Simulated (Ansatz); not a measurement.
Geometry optimisation, Ansatz 0.2.0, RKS B3LYP/def2-SVP.

The input (input.yaml):

```yaml
crystal:
  periodic: [false, false, false]
  atoms:
    - { symbol: Al, position_ang: [0.0, 0.0, 0.0] }
    - { symbol: "N", position_ang: [0.0, 0.0, 1.92] }
    - { symbol: H, position_ang: [-0.877, -0.2713, 2.45] }
    - { symbol: H, position_ang: [0.877, 0.2713, 2.45] }
    - { symbol: F, position_ang: [1.4635, 0.0, -0.845] }
    - { symbol: H, position_ang: [-1.351, 0.0, -0.78] }
basis:
  gaussian: { orbitals: def2-SVP }
hamiltonian:
  xc: b3lyp
relax:
  f_tol: 0.02
  max_steps: 40
```

Run as:

```bash
$ ansatz run input.yaml --threads 1 --pin off --max-ram 2048MiB --backend cpu --events-out ev --progress --plain --runs-dir out
```

Question: Where does it end, and by what steps?

Answer: It converged. After 8 steps the energy has fallen by 0.427 eV; H3 moved furthest, 0.21 Å.

| step | energy less start (eV) | largest force component (eV/Å) | accepted |
| --- | --- | --- | --- |
| 0 | 0.0000 | 2.457 | yes |
| 1 | -0.3316 | 1.169 | yes |
| 2 | -0.3893 | 1.037 | yes |
| 3 | -0.4112 | 0.701 | yes |
| 4 | -0.4105 | 1.144 | no |
| 5 | -0.4255 | 0.093 | yes |
| 6 | -0.4259 | 0.162 | yes |
| 7 | -0.4266 | 0.036 | yes |
| 8 | -0.4266 | 0.001 | yes |

```xyz
6
Properties=species:S:1:pos:R:3
Al -0.019 -0.004 0.061
N 0.010 0.000 1.825
H -0.813 -0.071 2.416
H 0.845 0.073 2.399
F 1.439 0.123 -0.742
H -1.349 -0.121 -0.765
```

The run took 16 s on 1 thread of Arm Neoverse V1, on a shared host, peak memory 0.13 GiB.
